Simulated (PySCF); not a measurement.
PySCF input (BP86/6-31G* (5d)):

```python
from pyscf import gto, dft

mol = gto.M(
    atom='''
    C    -0.02532157    0.79659948    0.00616620
    O    -0.00968659   -0.72153609    0.05677689
    H    -1.07603513    1.05857315    0.06196596
    H     0.88071834   -1.11904627    0.10703011
    H     0.51569145    1.10272426    0.89461166
    H     0.44963847    1.10891103   -0.91835118
    H    -0.54059096   -1.15847037   -0.63646886
    ''',
    basis='6-31g*',
    charge=1,
    spin=0,
    verbose=4,
)

mf = dft.RKS(mol, xc='bp86')
mf.grids.level = 3
mf.conv_tol = 1e-9
mf.max_cycle = 100
mf.max_memory = 1500
mf.kernel()
if not mf.converged:
    mf = mf.newton()
    mf.kernel(mf.make_rdm1())
mf.dip_moment()
```

Predict the final energy.

-116.00872 Eh.
